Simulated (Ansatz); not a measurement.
hcp Tc, relaxed in Ansatz (plane waves) with several semilocal functionals. Each gives its own volume and its own elastic constant C11:

| level | V0 (Å³/atom) | elastic constant C11 (GPa) | ln V0 | ln C11 |
|---|---|---|---|---|
| LDA | 13.773 | 555.8 | 2.6227 | 6.3204 |
| r²SCAN | 14.204 | 513.8 | 2.6535 | 6.2418 |
| PBE | 14.439 | 488.5 | 2.6699 | 6.1913 |

Fit a straight line to ln C11 against ln V0. What does it predict for PBEsol, whose volume is 14.005 Å³/atom?

With x = ln V0 and y = ln C11: means 2.64870 and 6.25117; Σ(Δx Δy) = -0.003114, Σ(Δx²) = 0.001148, so the slope is -2.71. At x = 2.6394 the line gives y = 6.25117 + (-2.71) × (2.6394 − 2.64870) = 6.2764, or 531.9 GPa. The run with PBEsol gives 533.2 GPa, +0.2 % from the line. The rows used scatter about it by up to 0.4 %, while the largest value lies 14 % above the smallest.

Ansatz's density-functional and Hartree–Fock values are scalar-relativistic unless marked +SOC, with PAW data made under PBE.

Ansatz is a first-principles code.
